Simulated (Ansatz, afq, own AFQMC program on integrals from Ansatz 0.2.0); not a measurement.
AFQMC on a folder of integrals that Ansatz 0.2.0 wrote.

```yaml
crystal:
  periodic: [false, false, false]
  atoms:
    - {symbol: S, position_ang: [0.000000, 0.000000, 0.000000]}
    - {symbol: Br, position_ang: [0.000000, 0.000000, 2.025300]}
basis:
  gaussian: {orbitals: cc-pVDZ}
total_charge: 1
magnetization: {spin_polarized: true, initial_magnetization: 2}
correlation: {method: ccsd_t, electrons: outside_noble_gas, hamiltonian_folder: ham}
```

```sh
$ ansatz run in.yaml --threads 1 --pin off --events-out ev --progress --plain --max-ram 1382MiB
```

afq runs on the folder ham with

```
--method free --trial cisd --walkers 60 --time-step 0.03 --max-blocks 80 --target-error 0.00042 --factor-cut 1e-05 --seed 6624 --times 0,0.21,0.42,0.81,1.2,1.8,2.4,3 --taylor-order 8
```

Times are imaginary, in 1/Eh. The walk had a cap of 514 s. Filled inner d shells are frozen with the cores.

```
orbitals 26  electrons 7 5  factors 186 of 509
reference energy -2969.56812202 Eh
CCSD correlation -0.23868303 Eh in 10 cycles, weight of the determinant in the CISD state 0.8594
repeat  energy at the last time / Eh  error
    10  -2969.815669  0.001845
    20  -2969.815996  0.001064
    30  -2969.816835  0.000900
    40  -2969.817046  0.000737
    50  -2969.816901  0.000644
    60  -2969.816742  0.000579
    70  -2969.816608  0.000548
    80  -2969.816665  0.000496
time / (1/Eh)  energy / Eh  error  mean overlap
  0.00  -2969.806860  0.000171  1.1641
  0.21  -2969.811351  0.000214  1.1562
  0.42  -2969.813262  0.000297  1.1604
  0.81  -2969.815591  0.000320  1.1498
  1.20  -2969.816436  0.000322  1.1350
  1.80  -2969.816283  0.000476  1.1489
  2.40  -2969.817150  0.000496  1.1314
  3.00  -2969.816665  0.000496  1.1446
energy -2969.816665 +/- 0.000496 Eh
```

(1) Estimate how long the walk took on 1 thread of Arm Neoverse V2, on a shared host.

The run passed its tests (error under three times the target), which doesn't prove that it has relaxed.

Against this walk (error 13.5 meV) on the same determinant: CCSD(T) 42.0 meV higher, CCSDT(Q) 8.0 meV lower (within the noise). The error is statistical, and a free projection of finite length keeps a remainder of its start.

Cautions: remainder of the start not in the error; error above the target (13.5 against 11.4 meV); no relativity below Rb; no spin-orbit coupling; inner d shell frozen.

Results:

(1) 89 s of wall time.

CCSDT and higher add their correlation energy to the determinant of the CCSD(T) run, since their own runs factorise the integrals more tightly (a shift of under 2 meV). A walk keeps the symmetry of its determinant, which the program's search chose and which needn't be the lowest solution, so a lower state of the same spin and another symmetry isn't excluded.
